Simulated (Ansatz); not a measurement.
Compare A (`CC1CC1=N`) with its isomer B (`C=CC(=C)N`).

Isolated molecules relaxed with PBE0-D4/def2-TZVP in Ansatz; ΔE leaves out vibrations. CBS: MP2 limit from def2 TZ/QZ plus the TZ coupled-cluster correction, frozen cores. Functionals use def2-TZVPP. B3LYP here is the variant with VWN-RPA as its local correlation; programs differ in this. One conformer a species, not always the lowest.

**Question.** Which isomer does CCSD(T)/CBS put lower? Give the gap. (Best estimate.)

**Answer.** The calculation gave: B, by 85.0 kJ/mol.

**Question.** Give E(B) − E(A) in kJ/mol with ωB97M-V, r2SCAN-D4, HF/def2-TZVPP, B3LYP-D4, CCSD(T)/def2-TZVPP, PBE-D4, PBE0-D4. (Best estimate.)

**Answer.** The calculation gave: ωB97M-V -73.9, r2SCAN-D4 -78.2, HF/def2-TZVPP -88.1, B3LYP-D4 -89.3, CCSD(T)/def2-TZVPP -79.8, PBE-D4 -72.0, PBE0-D4 -68.8. None reverses the order clearly.

Largest T1 diagnostic: 0.012.

In def2-TZVPP, CCSD(T) changes the Hartree–Fock value by +8.3 kJ/mol (the triples alone add −2.2 kJ/mol) and MP2 by +12.8 kJ/mol.
